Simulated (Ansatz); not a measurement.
A nudged elastic band was laid between two geometries of FH$_{4}$NSi (7 atoms, charge 0, multiplicity 1).

The calculation used RKS B3LYP-D4/def2-SVP (Ansatz 0.2.0).

* movable images: 9
* climbing image: yes
* spring: 5.0 eV/Å²
* optimiser: quadratic models (default)
* start path: through a guess of the saddle point
* force threshold: 0.05 eV/Å
* iteration limit: 60
* end points: relaxed

Image 0:

```xyz
7
Properties=species:S:1:pos:R:3
Si 0.384 0.049 0.118
N 0.804 0.095 1.777
H 0.098 0.193 2.500
H 1.625 -0.387 2.129
H 1.622 0.219 -0.682
H -0.643 1.090 -0.134
F -0.279 -1.366 -0.365
```

Image 10:

```xyz
7
Properties=species:S:1:pos:R:3
Si 0.050 0.306 -0.543
N 1.154 -0.033 1.214
H 0.559 -0.636 1.791
H 1.360 0.818 1.743
H 2.034 -0.527 1.051
H -0.879 1.154 0.364
F -0.666 -1.188 -0.278
```

(1) Which bonds break or form, and what moves?

(2) Give the energies along the band, and the barrier.

(3) What is the geometry of the highest image?

The band took 26 iterations and about 5 core-minutes.

## Answers

(1) Bonds broken: Si1–H5. Bonds formed: N2–H5.

(2) The forces met the threshold. The highest image is number 7 of 0 to 10, 3.17 eV above the first end and 1.64 eV above the last; the last end lies 1.53 eV above the first. The profile has 2 maxima (images 3, 7) with wells between them (image 5): this band takes more than one step, which may be the mechanism or a detour left from its start path. Neighbouring images differ by up to 1.9 eV, so the band resolves the path poorly. A vibrational analysis at the climbing image gives one clearly imaginary mode, 1501i cm⁻¹: a first-order saddle point. The orbitals stay closed-shell, which can raise the energy where a bond breaks towards radicals; this wasn't checked here.

```tsv
image	path coordinate (Å)	energy (eV)	Si1–H5 (Å)	N2–H5 (Å)
0	0.00	0.00	1.48	2.59
1	0.67	0.07	1.49	2.58
2	1.35	0.16	1.49	2.62
3	2.02	0.18	1.49	2.73
4	2.70	0.09	1.49	2.71
5	3.37	0.05	1.48	2.51
6	4.05	1.22	1.48	2.01
7	4.72	3.17	1.65	1.38
8	5.58	1.66	2.43	1.02
9	6.43	1.56	2.71	1.02
10	7.28	1.53	2.68	1.02
```

(3) 
```xyz
7
Properties=species:S:1:pos:R:3
Si 0.213 -0.131 -0.225
N 0.977 0.006 1.494
H 1.232 -0.872 1.948
H 0.853 0.750 2.190
H 1.750 -0.147 0.363
H -0.242 1.300 -0.327
F -1.170 -1.012 -0.101
```

The run took 4.7 min on 1 thread of Intel(R) Xeon(R) Platinum 8488C (Sapphire Rapids), with other jobs on the host, peak memory 0.14 GiB.
